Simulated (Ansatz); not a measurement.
```yaml
crystal:
  periodic: [false, false, false]
  atoms:
    - {symbol: B, position_ang: [-1.073969, 0.355614, -0.641627]}
    - {symbol: O, position_ang: [-0.135502, 0.404613, 0.432516]}
    - {symbol: B, position_ang: [0.995852, -0.209269, 0.545173]}
    - {symbol: H, position_ang: [-0.756994, -0.628888, -1.467827]}
    - {symbol: H, position_ang: [-2.144289, 0.785206, -0.514987]}
    - {symbol: H, position_ang: [1.827179, 0.122216, 1.598714]}
    - {symbol: H, position_ang: [1.397793, -0.960501, -0.191187]}
basis:
  gaussian: {orbitals: cc-pVDZ}
magnetization: {spin_polarized: true, initial_magnetization: 2}
hamiltonian: {xc: {name: PBE-QIDH}}
accuracy: high
output: {forces: true}
```

```sh
$ ansatz run in.yaml --threads 4 --pin off --events-out ev --progress --plain --max-ram 10444MiB
```

Shortened log:

```
Functional definition: PBE-QIDH
1421 factors; integrals over basis functions are off by at most 2.8e-9 eV
mean field evaluation 1: about -3448.1883 eV, gradient 1.9e1 eV
mean field evaluation 2: about -3448.2697 eV, gradient 1.9e1 eV
mean field evaluation 4: about -3450.4420 eV, gradient 2.0e0 eV
mean field evaluation 8: about -3450.5180 eV, gradient 4.3e-1 eV
mean field evaluation 16: about -3450.8360 eV, gradient 4.1e-1 eV
mean field evaluation 32: about -3450.6002 eV, gradient 1.7e0 eV
mean field -3450.85063965 eV, -126.8164219365 hartree, gradient 2.7e-8 eV, S^2 2.012955; 2 other end points of the search recorded, 0 dependent functions left out
3 core orbitals not correlated: weight in the atoms' cores, before any rotation towards them, 1.000 or more for the frozen orbitals, at most 0.000 for the correlated occupied ones
reference -3450.85064067 eV, -126.8164219740 hartree; 9, 7 occupied and 50, 52 virtual orbitals, 1421 factors
second order -11.19532077 eV of doubles, -0.00000000 eV of singles
Total energy: -3454.58241426 eV, -126.9535621239 hartree
Atom 0 at    -1.073969     0.355614    -0.641627 Å, force     1.212046     1.087306     0.270642 eV/Å
Atom 1 at    -0.135502     0.404613     0.432516 Å, force    -1.555224    -0.689280    -1.955098 eV/Å
Atom 2 at     0.995852    -0.209269     0.545173 Å, force     3.533286     1.535119     4.589997 eV/Å
Atom 3 at    -0.756994    -0.628888    -1.467827 Å, force    -0.514618     0.287255     0.706759 eV/Å
Atom 4 at    -2.144289     0.785206    -0.514987 Å, force    -1.486630    -0.147069    -0.242910 eV/Å
Atom 5 at     1.827179     0.122216     1.598714 Å, force    -1.798089    -0.560056    -1.899439 eV/Å
Atom 6 at     1.397793    -0.960501    -0.191187 Å, force     0.609227    -1.513275    -1.469951 eV/Å
Dipole moment:     0.086622    -0.245751    -0.047635 e Å
```

Hardware: 4 threads of an Intel Xeon Platinum 8259CL on a shared host. Wall time 7.5 s, peak host memory 0.3 GiB.
